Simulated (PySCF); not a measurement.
Si(NH2)2.
Bonds: Si1–N2, Si1–N5. Hydrogens: H3, H4 on N2; H6, H7 on N5.

The closed-shell ground state was solved at several levels (PySCF, density fitting, gas phase, non-relativistic). The structure is a single PBE0-D3(BJ)/def2-SVP conformer in the gas phase; no vibrational or solvent corrections.

```csv
level,basis functions,total energy (Eh),HOMO (eV),LUMO (eV),gap (eV),dipole (D)
PBE0/pcSseg-1,78,-401.1601,-6.36,-0.21,6.15,2.31
wB97X-D/def2-SVPD,96,-401.2325,-8.29,1.37,9.66,2.28
```

Q: Estimate the row for wB97X-D/pcSseg-1, a basis of 78 functions; the other rows only guide the guess.

A: Total energy -401.3697 Eh, HOMO -8.24 eV, LUMO 1.53 eV, gap 9.77 eV, dipole 2.32 D.

Q: Over all these levels, which gives the widest orbital gap and which the narrowest?

A: wB97X-D/pcSseg-1 (range-separated hybrid) has the widest, 9.77 eV, and PBE0/pcSseg-1 (global hybrid, 25 % exact exchange) the narrowest, 6.15 eV. The two share the basis. From the narrowest to the widest the HOMO moves by -1.88 eV and the LUMO by +1.74 eV.

Q: How far do the dipole and the HOMO energy spread over the levels?

A: The dipole runs from 2.28 to 2.32 D (mean 2.30 D) and the HOMO from -8.29 to -6.36 eV.

The pairwise dispersion term of wB97X-D wasn't added to the energies; at a given geometry it leaves orbitals and properties as they are.
